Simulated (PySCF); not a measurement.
Worked example: correlation energy of AsH2⁻, singlet

Geometry: a PBE0/def2-TZVPD stationary point for this spin, not checked as a minimum.

```xyz
3

As    0.0000   -0.0283    0.0000
H     0.0000    1.0529   -1.0973
H     0.0000    1.0529    1.0972
```

Basis aug-cc-pVDZ; PySCF 2.14.0. Correlated methods freeze the noble-gas cores and the filled d shells of p-block atoms, which leaves 8 electrons in 40 orbitals. Prefix R: restricted or restricted open-shell reference. No spin–orbit coupling is included, and no scalar relativity.

Full CI isn't at hand for all of this; RCCSDT(Q) serves as the reference, and is uncertain by the last step of the cluster series or more.

RCCSD has a T1 diagnostic of 0.013 and a largest doubles amplitude of 0.06.

```tsv
level	total energy (hartree)
RHF	-2235.319978
RMP2	-2235.455648
RCCSD	-2235.479056
RCCSD(T)	-2235.484502
RCCSDT	-2235.485227
RCCSDT(Q)	-2235.485537
```

Q: What is the correlation energy at RCCSDT(Q), and what share of it do RMP2 and RCCSD recover?

A: E(corr) = -2235.485537 − (-2235.319978) = -0.165559 hartree = -4.505 eV. RMP2: -0.135670 / -0.165559 = 81.95 %. RCCSD: -0.159078 / -0.165559 = 96.09 %.

Q: By how many kcal/mol does RCCSD(T) miss RCCSDT(Q) (1 hartree = 627.509 kcal/mol), and which steps make up the rest?

A: -2235.484502 − (-2235.485537) = 0.001035 hartree = 0.65 kcal/mol. Steps: RCCSDT − RCCSD(T) = -0.45, RCCSDT(Q) − RCCSDT = -0.19 kcal/mol. That is within 1 kcal/mol of the reference in this basis, which itself misses far more of the correlation at the basis-set limit.
